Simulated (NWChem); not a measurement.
Species: hydrogen chloride (HCl); SMILES Cl

All runs: NWChem. Pople sets run with spherical d functions. All runs use the structure optimised with PBE0-D3(BJ)/def2-TZVP. Computed dipoles belong to the equilibrium geometry; the measured one is vibrationally averaged.

Measured dipole moment: 1.08 D (NIST CCCBDB, as tabulated in the package chemicals).

Task: Which of these levels lies farthest from the measured value, and how do the others fare: PBE/3-21G; PBE/6-31+G*; PBE/STO-3G; PBE/6-311G**; PBE/def2-TZVPD; PBE/def2-QZVP; PBE/6-31G*; PBE/6-311++G**?

Result: PBE/3-21G.
```json
[
 {"level": "PBE/STO-3G", "dipole moment (D)": "1.67", "computed − measured": "+0.59"},
 {"level": "PBE/3-21G", "dipole moment (D)": "1.78", "computed − measured": "+0.70"},
 {"level": "PBE/6-31G*", "dipole moment (D)": "1.48", "computed − measured": "+0.40"},
 {"level": "PBE/6-31+G*", "dipole moment (D)": "1.51", "computed − measured": "+0.43"},
 {"level": "PBE/6-311G**", "dipole moment (D)": "1.42", "computed − measured": "+0.34"},
 {"level": "PBE/6-311++G**", "dipole moment (D)": "1.40", "computed − measured": "+0.32"},
 {"level": "PBE/def2-TZVPD", "dipole moment (D)": "1.08", "computed − measured": "0.00"},
 {"level": "PBE/def2-QZVP", "dipole moment (D)": "1.12", "computed − measured": "+0.04"}
]
```
